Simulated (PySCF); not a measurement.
Job file and geometry (Å, from GFN2-xTB) of an NMR shielding run on SMILES P, H3P, GIAO X3LYP/pcseg-1 NMR shielding, non-relativistic, gas phase (PySCF); density fitting, a coarse starting grid and PySCF grid level 2 are the driver's defaults:

```
$ OMP_NUM_THREADS=1 python probes_run.py task.json out

{"job": {"kind": "nmr", "xc": "X3LYP", "basis": "pcseg-1", "pop": false}, "charge": 0, "multiplicity": 1}
P     -0.001477     0.003466     0.570380
H     -0.558658     1.008622    -0.205648
H      1.158342    -0.016325    -0.189555
H     -0.587973    -0.990990    -0.198030
```

Task: Write the output of this run.

Result: 
```
coarse grid: 3488 points
cycle   1  E = -343.0898332019  dE = -1.324e-01  |g| = 6.734e-02  |ddm| = 1.719e+00
cycle   2  E = -343.0909186324  dE = -1.085e-03  |g| = 5.526e-02  |ddm| = 2.548e-01
cycle   3  E = -343.0920552938  dE = -1.137e-03  |g| = 2.378e-03  |ddm| = 1.033e-01
cycle   4  E = -343.0920572910  dE = -1.997e-06  |g| = 5.171e-04  |ddm| = 5.021e-03
final grid: 28048 points
cycle   5  E = -343.0961295448  dE = -7.097e-07  |g| = 6.833e-04  |ddm| = 2.857e-03
cycle   6  E = -343.0961296193  dE = -7.450e-08  |g| = 4.976e-04  |ddm| = 2.193e-03
cycle   7  E = -343.0961297085  dE = -8.927e-08  |g| = 3.823e-05  |ddm| = 9.791e-04
cycle   8  E = -343.0961297091  dE = -5.488e-10  |g| = 3.081e-06  |ddm| = 5.592e-05
converged SCF energy = -343.0961297091

GIAO shielding tensors (ppm)
atom      isotropic    diamagn.    paramagn.     s11        s22        s33       span
  0 P      597.890     965.721    -367.831    552.165    620.730    620.774     68.609
  1 H       30.484      30.201       0.283     26.125     27.121     38.208     12.083
  2 H       30.484      30.200       0.284     26.124     27.121     38.207     12.083
  3 H       30.482      30.199       0.283     26.123     27.119     38.205     12.082
```

Size and cost of the density-fitted run: 33 basis functions, 0.4 s wall time on 1 thread of an Intel Xeon, shared host; peak memory 0.27 GiB.
